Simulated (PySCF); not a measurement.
Heteronuclear NMR

Geometry:
| atom | x (Å) | y (Å) | z (Å) |
| --- | --- | --- | --- |
| F1 | -1.031 | -0.269 | -0.002 |
| C2 | 0.001 | 0.524 | -0.011 |
| F3 | 1.042 | -0.257 | 0.001 |

Method: couplings computed with B3LYP/pcJ-1, GIAO PBE0/pcSseg-1 shieldings, coordinates at the GFN2-xTB level, in PySCF (a single conformation, gas phase, rapidly exchanging positions averaged, non-relativistic Hamiltonian).

What are the ¹⁹F shifts?

Answers


| atoms | environment | σ (ppm) | δ (ppm) |
| --- | --- | --- | --- |
| F1/F3 | fluorine bonded to C | -83.0 | 221.1 |

Shieldings were converted by a linear fit to measured shifts: ¹⁹F (scatter 6.0 ppm rms, 7.0 ppm with the 5 outliers that the fit left out vs CFCl3, solution or neat liquid, with a term for F on sp3 carbon). Occasional misses reach two or three times the rms, and more in compound classes unlike the fitted ones. Couplings are scaled by factors fitted to measured values: ¹J(C,F) × 0.77 (rms 8.7 Hz); all others are unscaled and can be 10–30 % off.

Couplings (the largest are listed; each averaged over equivalent pairs): ¹J(F1,C2) = -616.4 Hz, ²J(F1,F3) = -940.9 Hz.

On a 500 MHz spectrometer ¹⁹F resonates near 470.5 MHz, so 1 ppm is 470.5 Hz.
